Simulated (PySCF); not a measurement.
Other spins and charges of HON, triplet at one geometry

Geometry (PBE0/def2-TZVP stationary point for this spin, not checked as a minimum):

```xyz
3

N     0.0000   -0.0590    0.7269
O     0.0000    0.1003   -0.5734
H     0.0000   -0.7728   -0.9996
```

Basis 6-31G; PySCF 2.14.0. Correlated methods freeze the noble-gas cores. Prefix R: restricted or restricted open-shell reference; prefix U: unrestricted.

Gaps are energies of the second state less the first, at fixed atoms, for a selection of the levels run; mean-field and cluster levels share one orbital occupation for each state, and full CI takes the lowest of the symmetries tried.

Unrestricted rows (U, and Kohn–Sham where it breaks symmetry) aren't spin-pure: their determinants' ⟨S²⟩ exceeds S(S+1) by up to 0.54, so they mix in states of higher spin. HF rows: RHF is the determinant under the cluster runs, UHF is the lowest solution found. The determinant for coupled cluster was chosen by a search with trial CCSD, here up to 0.06 eV above the lowest Hartree–Fock solution of its kind, and MP2 stands on that determinant too. A value is left out where its run failed or describes another state than the reference as far as symmetry and spin tell, or, spin-broken singlets apart, can't be checked.

Removing an electron, to the doublet: 9.871 eV at RCCSDT.

| level | gap (eV) | error (meV) | ⟨S²⟩ where 0.1 over S(S+1) (first / second) |
| --- | --- | --- | --- |
| RHF | 11.056 | 1185 | – / – |
| RMP2 | 9.926 | 55 | – / – |
| UMP2 | 10.898 | 1027 | – / 1.29 |
| RCCSD | 10.085 | 214 | – / – |
| UCCSD | 10.028 | 157 | – / 1.29 |
| RCCSD(T) | 9.879 | 8 | – / – |
| PBE | 10.274 | 403 | – / – |
| r2SCAN | 10.690 | 819 | – / – |
| B3LYP | 10.683 | 812 | – / – |
| wB97M-V | 10.551 | 680 | – / – |

Removing an electron, to the quartet: 13.624 eV at RCCSDT.

```tsv
level	gap (eV)	error (meV)
RHF	13.132	-492
RMP2	13.738	114
RCCSD(T)	13.629	5
UCCSD(T)	13.626	2
UCCSDT	13.624	0
r2SCAN	14.282	658
PBE0	14.391	767
B3LYP	14.494	870
wB97M-V	14.446	822
B2PLYP	14.222	598
```

Problem. PBE gives 10.341 eV for quintet less triplet. Estimate what RCCSDT gives in 6-31G.

Solution. RCCSDT in 6-31G gives 10.142 eV, so against it PBE is off by 0.199 eV, of which a good part can be the reference's own basis and frozen-core error.

| level | gap (eV) | error (meV) |
| --- | --- | --- |
| RHF | 8.989 | -1153 |
| UHF | 8.975 | -1167 |
| RMP2 | 10.267 | 125 |
| UMP2 | 10.260 | 118 |
| UCCSD | 10.102 | -40 |
| UCCSD(T) | 10.140 | -2 |
| PBE0 | 10.153 | 11 |
| wB97M-V | 10.420 | 278 |
| B2PLYP | 10.266 | 124 |

In so small a basis the reference is far from its limit while semilocal and hybrid functionals are nearer theirs (RPA and double hybrids share part of the reference's basis error), so the functionals' errors here hold much of the reference's basis and frozen-core error, which can add to them or hide them. The set has no polarisation functions, which weighs most on the reference.

Full CI isn't at hand for all of this; RCCSDT serves as the reference. It lacks quadruple excitations, which often exceed the step from CCSD(T) to CCSDT. The frozen core follows each run's orbitals, which can shift R against U totals by a few meV.
